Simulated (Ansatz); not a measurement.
Compare A (`C=CC1CC1`) with its isomer B (`C=CCC=C`).

Gas-phase electronic energies from Ansatz, PBE0-D4/def2-TZVP geometries. CBS: MP2 limit from def2 TZ/QZ plus the TZ coupled-cluster correction, frozen cores. DFT in def2-TZVPP. B3LYP here is the variant with VWN-RPA as its local correlation; programs differ in this. One conformer a species, not always the lowest.

A:

Z-matrix (Å, degrees):
```
C
C 1 1.467
C 1 1.507 2 119.4
C 1 1.507 2 119.4 3 -69.2
H 1 1.085 2 115.1 3 145.4
C 2 1.327 1 125.2 3 -145.5
H 2 1.090 1 115.6 3 34.5
H 3 1.083 1 117.6 2 142.4
H 3 1.083 1 117.2 2 -0.2
H 4 1.083 1 117.2 2 0.2
H 4 1.083 1 117.6 2 -142.4
H 6 1.083 2 121.5 1 -180.0
H 6 1.085 2 121.4 1 0.0
```

B:

Z-matrix (Å, degrees):
```
C
C 1 1.498
C 1 1.498 2 111.8
H 1 1.096 2 109.8 3 -121.1
H 1 1.096 2 109.0 3 121.6
C 2 1.325 1 124.9 3 -117.4
H 2 1.088 1 115.6 3 61.4
C 3 1.325 1 124.9 2 -117.6
H 3 1.088 1 115.6 2 61.3
H 6 1.086 2 121.4 1 -0.8
H 6 1.084 2 121.6 1 179.4
H 8 1.084 3 121.6 1 179.5
H 8 1.086 3 121.4 1 -0.8
```

(1) Which is lower in electronic energy at CCSD(T)/CBS, and by how much? (Estimate.)

(2) Give E(B) − E(A) in kJ/mol with r2SCAN-D4, LDA (SPW92), PBE0-D4, B3LYP-D4, MP2/def2-TZVPP, BLYP-D4, B3LYP. (Best estimate.)

(3) Does the order hold for the free energy at 298.15 K (harmonic terms from PBE0-D4)? (Best estimate.)

Largest T1 diagnostic: 0.011.

## Answers

(1) The calculation gave: B, by 18.8 kJ/mol.

(2) Ansatz gave: r2SCAN-D4 -4.9, LDA (SPW92) 10.9, PBE0-D4 0.3, B3LYP-D4 -21.9, MP2/def2-TZVPP -5.3, BLYP-D4 -28.6, B3LYP -22.0. The order is the other way round with LDA (SPW92).

(3) The calculation gave: Yes: G(B) − G(A) = -23.2 kJ/mol, for one conformer each.

Leaving LDA and LC-ωPBE aside and taking each functional with its dispersion term where it has one, the values, not all of them listed here, spread over 30.1 kJ/mol, from BLYP-D4 to PBE-QIDH. LDA lies +15.9 kJ/mol from PBE without D4. From r2SCAN to r2SCAN0 (25 % exact exchange), in def2-TZVPP and without D4, E(B) − E(A) moves by +4.4 kJ/mol.
